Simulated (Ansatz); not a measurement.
# HO− with CH2O: superposition error and deformation, part 1 of 3

Aim: split the binding of a pair into the counterpoise interaction, the basis-set superposition error and the cost of deforming the fragments.

Computed with Ansatz 0.2.0, Gaussian basis. Level: PBE0-D4 structures, single points in def2-TZVPPD.

Levels: PBE-D4, revPBE-D4, BLYP-D4, r2SCAN-D4, B97M-V, PBE0-D4, B3LYP-D4, HSE06-D4, wB97X-V, wB97M-V, B2PLYP, Hartree-Fock, MP2, CCSD, CCSD(T).

Correlated methods freeze the cores. B3LYP uses VWN-RPA correlation. B2PLYP carries no dispersion term here.

129 further runs of the same task are left out: 129 set aside as unsound or not needed.

## 1. Starting geometry

The relaxed pair: 6 atoms, charge -1, spin multiplicity 1.

Atoms are counted from 1 here; the program's logs count them from 0.

Bond lengths: O1–H2 0.965 Å, O1–C3 1.500 Å, C3–O4 1.301 Å, C3–H5 1.128 Å, C3–H6 1.128 Å. Angles: H2–O1–C3 97.6°, O1–C3–O4 112.1°, O1–C3–H5 102.9°, O1–C3–H6 102.9°, O4–C3–H5 115.7°, O4–C3–H6 115.7°, H5–C3–H6 106.1°.

Geometry (Å):

```
atom    x (Å)    y (Å)    z (Å)
  O1  -0.4316  -0.0843  -1.0664
  H2   0.4502   0.0433  -1.4360
  C3  -0.0542  -0.0015   0.3825
  O4   1.2216   0.1946   0.5457
  H5  -0.4581  -0.9671   0.8028
  H6  -0.7280   0.8151   0.7714
```

Atoms 1 to 2 are fragment A (HO−), the rest fragment B (CH2O). From earlier runs, pair energy (eV) and counterpoise interaction (kcal/mol):

```
      method      E(pair)  interaction
      PBE-D4  -5176.73187       -61.71
   revPBE-D4  -5181.03630       -59.26
     BLYP-D4  -5181.44999       -55.04
   r2SCAN-D4  -5179.52296       -66.42
      B97M-V  -5180.83829       -65.08
     PBE0-D4  -5176.53581       -68.49
    B3LYP-D4  -5182.50411       -61.81
    HSE06-D4  -5176.28450       -68.52
     wB97X-V  -5180.38151       -65.49
     wB97M-V  -5180.39844       -64.20
      B2PLYP  -5178.63303       -58.24
Hartree-Fock  -5153.39795       -67.83
         MP2  -5171.99140       -56.07
     CCSD(T)  -5172.94231       -56.16
```

First each fragment is run alone in its own basis, frozen in the shape it has in the pair (a, b).

## 2. PBE-D4/def2-TZVPPD

a/in.yaml reads:

```yaml
crystal:
  periodic: [false, false, false]
  atoms:
    - {symbol: O, position_ang: [-0.431606, -0.084311, -1.066437]}
    - {symbol: H, position_ang: [0.450214, 0.043343, -1.435951]}
basis:
  gaussian: {orbitals: "def2-TZVPPD.json"}
total_charge: -1
hamiltonian: {xc: pbe, dispersion: d4}
```

b/in.yaml reads:

```yaml
crystal:
  periodic: [false, false, false]
  atoms:
    - {symbol: C, position_ang: [-0.054241, -0.001541, 0.382544]}
    - {symbol: O, position_ang: [1.221637, 0.194621, 0.545709]}
    - {symbol: H, position_ang: [-0.458088, -0.967137, 0.802831]}
    - {symbol: H, position_ang: [-0.728014, 0.815124, 0.771403]}
basis:
  gaussian: {orbitals: "def2-TZVPPD.json"}
hamiltonian: {xc: pbe, dispersion: d4}
```

The basis file named in the input lies beside it (Basis Set Exchange, JSON).

Each run has its own folder and the same command.

Launch:

```console
$ ansatz run in.yaml --threads 2 --pin off --events-out ev --progress --plain --max-ram 5222MiB
```

Log of a:

```text
Functional definition: PBE
  name "PBE"
  cite "Perdew, Burke & Ernzerhof, Phys. Rev. Lett. 77, 3865 (1996) doi:10.1103/PhysRevLett.77.3865"
  parent pbe
  parameter kappa = 0.804
  parameter beta = 0.06672455060314922
  exchange = pbe_x(kappa = kappa, mu = beta*pi^2/3)
  correlation = pbe_c(beta = beta)
243 factors; their error is unknown
mean field evaluation 1: about -2044.3966 eV, gradient 9.1e1 eV
mean field evaluation 2: about -2012.7693 eV, gradient 1.8e2 eV
mean field evaluation 4: about -2061.4746 eV, gradient 2.3e0 eV
mean field evaluation 8: about -2061.4814 eV, gradient 1.5e-1 eV
mean field -2061.48141033 eV, -75.7580445074 hartree, gradient 2.4e-5 eV, S^2 0.000000; 0 other end points of the search recorded, 0 dependent functions left out
reference -2061.48143968 eV, -75.7580455859 hartree; 5, 5 occupied and 52, 52 virtual orbitals, 243 factors
Total energy: -2061.48605039 eV, -75.7582150264 hartree
```

b printed (excerpt; [...] marks lines left out):

```text
[... 4 set-up lines as earlier in the session ...]
[...]
476 factors; their error is unknown
[...]
mean field -3112.52427037 eV, -114.3831571915 hartree, gradient 4.9e-5 eV, S^2 0.000000; 0 other end points of the search recorded, 0 dependent functions left out
reference -3112.52431134 eV, -114.3831586969 hartree; 8, 8 occupied and 103, 103 virtual orbitals, 476 factors
Total energy: -3112.54857184 eV, -114.3840502541 hartree
```

Times: 0.2 s (a), 0.55 s (b) on 2 threads of Arm Neoverse V1, shared host.

## 3. r2SCAN-D4/def2-TZVPPD

Each input of step 2 (a, b) changes in the same lines:

```diff
-hamiltonian: {xc: pbe, dispersion: d4}
+hamiltonian: {xc: r2scan, dispersion: d4}
```

One command serves all of them, each in its own folder.

Launch:

```console
$ ansatz run in.yaml --threads 2 --pin off --events-out ev --progress --plain --max-ram 5222MiB
```

Log of a (excerpt; [...] marks lines left out):

```text
Functional definition: r2SCAN
  name "r2SCAN"
  cite "Furness, Kaplan, Ning, Perdew & Sun, J. Phys. Chem. Lett. 11, 8208 (2020) doi:10.1021/acs.jpclett.0c02405"
  cite "Furness, Kaplan, Ning, Perdew & Sun, J. Phys. Chem. Lett. 11, 9248 (2020) doi:10.1021/acs.jpclett.0c03077"
  parent r2scan
[...]
243 factors; their error is unknown
[...]
mean field -2062.42111574 eV, -75.7925780442 hartree, gradient 7.7e-5 eV, S^2 0.000000; 0 other end points of the search recorded, 0 dependent functions left out
reference -2062.42112428 eV, -75.7925783579 hartree; 5, 5 occupied and 52, 52 virtual orbitals, 243 factors
Total energy: -2062.42222307 eV, -75.7926187380 hartree
```

Log of b (excerpt; [...] marks lines left out):

```text
[... 5 set-up lines as earlier in the session ...]
[...]
476 factors; their error is unknown
[...]
mean field -3114.20267076 eV, -114.4448372680 hartree, gradient 4.5e-6 eV, S^2 0.000000; 0 other end points of the search recorded, 0 dependent functions left out
reference -3114.20268420 eV, -114.4448377618 hartree; 8, 8 occupied and 103, 103 virtual orbitals, 476 factors
Total energy: -3114.20828073 eV, -114.4450434307 hartree
```

Times: 0.5 s (a), 1.1 s (b) on 2 threads of Arm Neoverse V1, shared host.

## 4. PBE0-D4/def2-TZVPPD

The same edit goes into each in.yaml of step 3 (a, b):

```diff
-hamiltonian: {xc: r2scan, dispersion: d4}
+hamiltonian: {xc: pbe0, dispersion: d4}
+output: {orbitals: {seedname: orbitals}}
```

The same command starts each run, in its folder.

Launch:

```console
$ ansatz run in.yaml --threads 2 --pin off --events-out ev --progress --plain --max-ram 5222MiB
```

Output in a (excerpt; [...] marks lines left out):

```text
Functional definition: PBE0
  name "PBE0"
  cite "Adamo & Barone, J. Chem. Phys. 110, 6158 (1999) doi:10.1063/1.478522"
[... 2 set-up lines as earlier in the session ...]
[...]
243 factors; their error is unknown
[...]
mean field -2061.20682765 eV, -75.7479537799 hartree, gradient 3.3e-5 eV, S^2 0.000000; 0 other end points of the search recorded, 0 dependent functions left out
reference -2061.20684880 eV, -75.7479545574 hartree; 5, 5 occupied and 52, 52 virtual orbitals, 243 factors
Total energy: -2061.21054066 eV, -75.7480902307 hartree
```

b printed (excerpt; [...] marks lines left out):

```text
[... 5 set-up lines as earlier in the session ...]
[...]
476 factors; their error is unknown
[...]
mean field -3112.32561955 eV, -114.3758569084 hartree, gradient 8.8e-5 eV, S^2 0.000000; 0 other end points of the search recorded, 0 dependent functions left out
reference -3112.32564982 eV, -114.3758580207 hartree; 8, 8 occupied and 103, 103 virtual orbitals, 476 factors
Total energy: -3112.34525470 eV, -114.3765784869 hartree
```

Times: 0.2 s (a), 0.55 s (b) on 2 threads of Arm Neoverse V1, shared host.

## 5. B3LYP-D4/def2-TZVPPD

Each input of step 4 (a, b) changes in the same lines:

```diff
-hamiltonian: {xc: pbe0, dispersion: d4}
-output: {orbitals: {seedname: orbitals}}
+hamiltonian: {xc: {name: B3LYP}, dispersion: d4}
```

Each run has its own folder and the same command.

Launch:

```console
$ ansatz run in.yaml --threads 2 --pin off --events-out ev --progress --plain --max-ram 5222MiB
```

Output in a (excerpt; [...] marks lines left out):

```text
Functional definition: B3LYP
  name "B3LYP"
  cite "Stephens, Devlin, Chabalowski & Frisch, J. Phys. Chem. 98, 11623 (1994) doi:10.1021/j100096a001"
  cite "Becke, Phys. Rev. A 38, 3098 (1988) doi:10.1103/PhysRevA.38.3098"
  cite "Lee, Yang & Parr, Phys. Rev. B 37, 785 (1988) doi:10.1103/PhysRevB.37.785"
  cite "Vosko, Wilk & Nusair, Can. J. Phys. 58, 1200 (1980) doi:10.1139/p80-159"
[...]
243 factors; their error is unknown
[...]
mean field -2063.70199282 eV, -75.8396494087 hartree, gradient 7.3e-5 eV, S^2 0.000000; 0 other end points of the search recorded, 0 dependent functions left out
reference -2063.70216059 eV, -75.8396555742 hartree; 5, 5 occupied and 52, 52 virtual orbitals, 243 factors
Total energy: -2063.70947828 eV, -75.8399244941 hartree
```

Output in b (excerpt; [...] marks lines left out):

```text
[... 6 set-up lines as earlier in the session ...]
[...]
476 factors; their error is unknown
[...]
mean field -3116.06225833 eV, -114.5131758507 hartree, gradient 4.2e-5 eV, S^2 0.000000; 0 other end points of the search recorded, 0 dependent functions left out
reference -3116.06247021 eV, -114.5131836374 hartree; 8, 8 occupied and 103, 103 virtual orbitals, 476 factors
Total energy: -3116.10151111 eV, -114.5146183638 hartree
```

Times: 0.2 s (a), 0.7 s (b) on 2 threads of Arm Neoverse V1, shared host.

## 6. wB97X-V/def2-TZVPPD

The same edit goes into each in.yaml of step 5 (a, b):

```diff
-hamiltonian: {xc: {name: B3LYP}, dispersion: d4}
+hamiltonian: {xc: {name: wB97X-V}}
```

Each run has its own folder and the same command.

Launch:

```console
$ ansatz run in.yaml --threads 2 --pin off --events-out ev --progress --plain --max-ram 5222MiB
```

Output in a (excerpt; [...] marks lines left out):

```text
Functional definition: wB97X-V
  name "wB97X-V"
  cite "Mardirossian & Head-Gordon, Phys. Chem. Chem. Phys. 16, 9904 (2014) doi:10.1039/C3CP54374A"
  cite "Becke, J. Chem. Phys. 107, 8554 (1997) doi:10.1063/1.475007"
  cite "Vydrov & Van Voorhis, J. Chem. Phys. 133, 244103 (2010) doi:10.1063/1.3521275"
[...]
      + integral(e_c_pw_opposite_spin*poly(b97_u_opposite, cos0, cos1)) + vv10(b, c)
243 factors; their error is unknown
78 factors; integrals over basis functions are off by at most 2.2e-5 eV
[...]
mean field -2062.70704745 eV, -75.8030858406 hartree, gradient 4.2e-5 eV, S^2 0.000000; 0 other end points of the search recorded, 0 dependent functions left out
reference -2062.70704605 eV, -75.8030857891 hartree; 5, 5 occupied and 52, 52 virtual orbitals, 243 factors
Total energy: -2062.70704605 eV, -75.8030857891 hartree
```

b printed (excerpt; [...] marks lines left out):

```text
[... 5 set-up lines as earlier in the session ...]
[...]
      + integral(e_c_pw_opposite_spin*poly(b97_u_opposite, cos0, cos1)) + vv10(b, c)
476 factors; their error is unknown
151 factors; integrals over basis functions are off by at most 3.1e-5 eV
[...]
mean field -3114.82823389 eV, -114.4678262892 hartree, gradient 6.5e-6 eV, S^2 0.000000; 0 other end points of the search recorded, 0 dependent functions left out
reference -3114.82823197 eV, -114.4678262186 hartree; 8, 8 occupied and 103, 103 virtual orbitals, 476 factors
Total energy: -3114.82823197 eV, -114.4678262186 hartree
```

Wall times: 0.6 s (a), 1.9 s (b) on 2 threads of Arm Neoverse V1, shared host.

## 7. wB97M-V/def2-TZVPPD

Each input of step 6 (a, b) changes in the same lines:

```diff
-hamiltonian: {xc: {name: wB97X-V}}
+hamiltonian: {xc: {name: wB97M-V}}
```

Each run has its own folder and the same command.

Launch:

```console
$ ansatz run in.yaml --threads 2 --pin off --events-out ev --progress --plain --max-ram 5222MiB
```

Output in a (excerpt; [...] marks lines left out):

```text
Functional definition: wB97M-V
  name "wB97M-V"
  cite "Mardirossian & Head-Gordon, J. Chem. Phys. 144, 214110 (2016) doi:10.1063/1.4952647"
[... 2 set-up lines as earlier in the session ...]
  # Of w^i u^j: cxij and so on, Table III.
[...]
  gx(w, u) = 1 - cx + cx01*u + cx10*w
[...]
      + integral(e_c_pw_mod_opposite_spin*gos(b97_w_opposite, b97_u_opposite)) + vv10(b, c)
243 factors; their error is unknown
78 factors; integrals over basis functions are off by at most 2.2e-5 eV
[...]
mean field -2062.83106607 eV, -75.8076434409 hartree, gradient 4.2e-5 eV, S^2 0.000000; 0 other end points of the search recorded, 0 dependent functions left out
reference -2062.83110062 eV, -75.8076447107 hartree; 5, 5 occupied and 52, 52 virtual orbitals, 243 factors
Total energy: -2062.83110062 eV, -75.8076447107 hartree
```

Log of b (excerpt; [...] marks lines left out):

```text
[... 5 set-up lines as earlier in the session ...]
  # Of w^i u^j: cxij and so on, Table III.
[...]
  gx(w, u) = 1 - cx + cx01*u + cx10*w
[...]
      + integral(e_c_pw_mod_opposite_spin*gos(b97_w_opposite, b97_u_opposite)) + vv10(b, c)
476 factors; their error is unknown
151 factors; integrals over basis functions are off by at most 3.1e-5 eV
[...]
mean field -3114.77602283 eV, -114.4659075678 hartree, gradient 5.0e-5 eV, S^2 0.000000; 0 other end points of the search recorded, 0 dependent functions left out
reference -3114.77607109 eV, -114.4659093417 hartree; 8, 8 occupied and 103, 103 virtual orbitals, 476 factors
Total energy: -3114.77607109 eV, -114.4659093417 hartree
```

Wall times: 0.6 s (a), 1.9 s (b) on 2 threads of Arm Neoverse V1, shared host.

## 8. B2PLYP/def2-TZVPPD

Each input of step 7 (a, b) changes in the same lines:

```diff
-hamiltonian: {xc: {name: wB97M-V}}
+hamiltonian: {xc: {name: B2PLYP}}
```

One command serves all of them, each in its own folder.

Launch:

```console
$ ansatz run in.yaml --threads 2 --pin off --events-out ev --progress --plain --max-ram 5222MiB
```

Log of a (excerpt; [...] marks lines left out):

```text
Functional definition: B2PLYP
  name "B2PLYP"
  cite "Grimme, J. Chem. Phys. 124, 034108 (2006) doi:10.1063/1.2148954"
[... 2 set-up lines as earlier in the session ...]
[...]
338 factors; integrals over basis functions are off by at most 1.2e-3 eV
[...]
mean field -2059.72767165 eV, -75.6935957995 hartree, gradient 9.0e-7 eV, S^2 0.000000; 0 other end points of the search recorded, 0 dependent functions left out
1 core orbitals not correlated: weight in the atoms' cores, before any rotation towards them, 1.000 or more for the frozen orbitals, at most 0.000 for the correlated occupied ones
reference -2059.72777240 eV, -75.6935995019 hartree; 4, 4 occupied and 52, 52 virtual orbitals, 338 factors
second order -9.52032976 eV of doubles, -0.00000000 eV of singles
Total energy: -2062.29826143 eV, -75.7880632316 hartree
```

b printed (excerpt; [...] marks lines left out):

```text
[... 5 set-up lines as earlier in the session ...]
[...]
659 factors; integrals over basis functions are off by at most 7.3e-4 eV
[...]
mean field -3109.99728517 eV, -114.2902921980 hartree, gradient 5.0e-6 eV, S^2 0.000000; 0 other end points of the search recorded, 0 dependent functions left out
2 core orbitals not correlated: weight in the atoms' cores, before any rotation towards them, 1.000 or more for the frozen orbitals, at most 0.000 for the correlated occupied ones
reference -3109.99741417 eV, -114.2902969386 hartree; 6, 6 occupied and 103, 103 virtual orbitals, 659 factors
second order -13.95453607 eV of doubles, -0.00000000 eV of singles
Total energy: -3113.76513891 eV, -114.4287582690 hartree
```

They took 0.3 s (a), 1.4 s (b) on 2 threads of Arm Neoverse V1, shared host.

## 9. BLYP-D4/def2-TZVPPD

The same edit goes into each in.yaml of step 8 (a, b):

```diff
-hamiltonian: {xc: {name: B2PLYP}}
+hamiltonian: {xc: {name: BLYP}, dispersion: d4}
```

Each run has its own folder and the same command.

Launch:

```console
$ ansatz run in.yaml --threads 2 --pin off --events-out ev --progress --plain --max-ram 5222MiB
```

Output in a (excerpt; [...] marks lines left out):

```text
Functional definition: BLYP
  name "BLYP"
[... 2 set-up lines as earlier in the session ...]
[...]
243 factors; their error is unknown
[...]
mean field -2063.46410419 eV, -75.8309071630 hartree, gradient 2.8e-5 eV, S^2 0.000000; 0 other end points of the search recorded, 0 dependent functions left out
reference -2063.46433406 eV, -75.8309156103 hartree; 5, 5 occupied and 52, 52 virtual orbitals, 243 factors
Total energy: -2063.47546885 eV, -75.8313248063 hartree
```

Output in b (excerpt; [...] marks lines left out):

```text
[... 4 set-up lines as earlier in the session ...]
[...]
476 factors; their error is unknown
[...]
mean field -3115.50681934 eV, -114.4927638444 hartree, gradient 2.9e-5 eV, S^2 0.000000; 0 other end points of the search recorded, 0 dependent functions left out
reference -3115.50710199 eV, -114.4927742317 hartree; 8, 8 occupied and 103, 103 virtual orbitals, 476 factors
Total energy: -3115.56492757 eV, -114.4948992824 hartree
```

Times: 0.2 s (a), 0.65 s (b) on 2 threads of Arm Neoverse V1, shared host.

## 10. revPBE-D4/def2-TZVPPD

Each input of step 9 (a, b) changes in the same lines:

```diff
-hamiltonian: {xc: {name: BLYP}, dispersion: d4}
+hamiltonian: {xc: {name: revPBE}, dispersion: d4}
```

Each run has its own folder and the same command.

Launch:

```console
$ ansatz run in.yaml --threads 2 --pin off --events-out ev --progress --plain --max-ram 5222MiB
```

a printed (excerpt; [...] marks lines left out):

```text
Functional definition: revPBE
  name "revPBE"
  cite "Zhang & Yang, Phys. Rev. Lett. 80, 890 (1998) doi:10.1103/PhysRevLett.80.890"
[... 1 set-up line as earlier in the session ...]
[...]
243 factors; their error is unknown
[...]
mean field -2063.04243867 eV, -75.8154112406 hartree, gradient 1.7e-5 eV, S^2 0.000000; 0 other end points of the search recorded, 0 dependent functions left out
reference -2063.04247519 eV, -75.8154125828 hartree; 5, 5 occupied and 52, 52 virtual orbitals, 243 factors
Total energy: -2063.06465811 eV, -75.8162277899 hartree
```

Output in b (excerpt; [...] marks lines left out):

```text
[... 4 set-up lines as earlier in the session ...]
[...]
476 factors; their error is unknown
[...]
mean field -3115.27590115 eV, -114.4842777575 hartree, gradient 5.6e-5 eV, S^2 0.000000; 0 other end points of the search recorded, 0 dependent functions left out
reference -3115.27595197 eV, -114.4842796250 hartree; 8, 8 occupied and 103, 103 virtual orbitals, 476 factors
Total energy: -3115.37904878 eV, -114.4880683629 hartree
```

They took 0.2 s (a), 0.55 s (b) on 2 threads of Arm Neoverse V1, shared host.

## 11. B97M-V/def2-TZVPPD

The same edit goes into each in.yaml of step 10 (a, b):

```diff
-hamiltonian: {xc: {name: revPBE}, dispersion: d4}
+hamiltonian: {xc: {name: B97M-V}}
```

Each run has its own folder and the same command.

Launch:

```console
$ ansatz run in.yaml --threads 2 --pin off --events-out ev --progress --plain --max-ram 5222MiB
```

Log of a (excerpt; [...] marks lines left out):

```text
Functional definition: B97M-V
  name "B97M-V"
  cite "Mardirossian & Head-Gordon, J. Chem. Phys. 142, 074111 (2015) doi:10.1063/1.4907719"
[... 2 set-up lines as earlier in the session ...]
  # Of w^i u^j: cxij and so on, Table III.
[...]
  gx(w, u) = cx00 + cx01*u + cx02*u^2 + (cx10 + cx11*u)*w
[...]
  gos(w, u) = cos00 + cos01*u + cos03*u^3 + cos10*w + cos32*w^3*u^2
[...]
      + integral(e_c_pw_mod_opposite_spin*gos(b97_w_opposite, b97_u_opposite)) + vv10(b, c)
243 factors; their error is unknown
[...]
mean field -2062.78366578 eV, -75.8059015123 hartree, gradient 5.6e-5 eV, S^2 0.000000; 0 other end points of the search recorded, 0 dependent functions left out
reference -2062.78370660 eV, -75.8059030126 hartree; 5, 5 occupied and 52, 52 virtual orbitals, 243 factors
Total energy: -2062.78370660 eV, -75.8059030126 hartree
```

b printed (excerpt; [...] marks lines left out):

```text
[... 5 set-up lines as earlier in the session ...]
  # Of w^i u^j: cxij and so on, Table III.
[...]
  gx(w, u) = cx00 + cx01*u + cx02*u^2 + (cx10 + cx11*u)*w
[...]
  gos(w, u) = cos00 + cos01*u + cos03*u^3 + cos10*w + cos32*w^3*u^2
[...]
      + integral(e_c_pw_mod_opposite_spin*gos(b97_w_opposite, b97_u_opposite)) + vv10(b, c)
476 factors; their error is unknown
[...]
mean field -3115.21987136 eV, -114.4822187007 hartree, gradient 2.7e-5 eV, S^2 0.000000; 0 other end points of the search recorded, 0 dependent functions left out
reference -3115.21992787 eV, -114.4822207773 hartree; 8, 8 occupied and 103, 103 virtual orbitals, 476 factors
Total energy: -3115.21992787 eV, -114.4822207773 hartree
```

They took 0.5 s (a), 1.9 s (b) on 2 threads of Arm Neoverse V1, shared host.

## 12. HSE06-D4/def2-TZVPPD

Each input of step 11 (a, b) changes in the same lines:

```diff
-hamiltonian: {xc: {name: B97M-V}}
+hamiltonian: {xc: hse06, dispersion: d4}
```

One command serves all of them, each in its own folder.

Launch:

```console
$ ansatz run in.yaml --threads 2 --pin off --events-out ev --progress --plain --max-ram 5222MiB
```

Output in a (excerpt; [...] marks lines left out):

```text
Functional definition: HSE06
  name "HSE06"
  cite "Heyd, Scuseria & Ernzerhof, J. Chem. Phys. 118, 8207 (2003) doi:10.1063/1.1564060"
  cite "Krukau, Vydrov, Izmaylov & Scuseria, J. Chem. Phys. 125, 224106 (2006) doi:10.1063/1.2404663"
  cite "Heyd & Scuseria, J. Chem. Phys. 120, 7274 (2004) doi:10.1063/1.1668634"
  cite "Ernzerhof & Perdew, J. Chem. Phys. 109, 3313 (1998) doi:10.1063/1.476928"
[...]
  # The whole range is PBE's own exchange, as in plane waves. The composition of these papers is wPBEh.
[...]
243 factors; their error is unknown
24 factors; integrals over basis functions are off by at most 9.7e-5 eV
[...]
mean field -2061.10736261 eV, -75.7442985071 hartree, gradient 8.3e-5 eV, S^2 0.000000; 0 other end points of the search recorded, 0 dependent functions left out
reference -2061.10739078 eV, -75.7442995425 hartree; 5, 5 occupied and 52, 52 virtual orbitals, 243 factors
Total energy: -2061.11071145 eV, -75.7444215747 hartree
```

Output in b (excerpt; [...] marks lines left out):

```text
[... 6 set-up lines as earlier in the session ...]
[...]
476 factors; their error is unknown
48 factors; integrals over basis functions are off by at most 1.1e-5 eV
[...]
mean field -3112.17489742 eV, -114.3703179725 hartree, gradient 8.4e-5 eV, S^2 0.000000; 0 other end points of the search recorded, 0 dependent functions left out
reference -3112.17493747 eV, -114.3703194441 hartree; 8, 8 occupied and 103, 103 virtual orbitals, 476 factors
Total energy: -3112.19273920 eV, -114.3709736455 hartree
```

Times: 0.25 s (a), 0.65 s (b) on 2 threads of Arm Neoverse V1, shared host.

(Continued in part 2 of 3.)
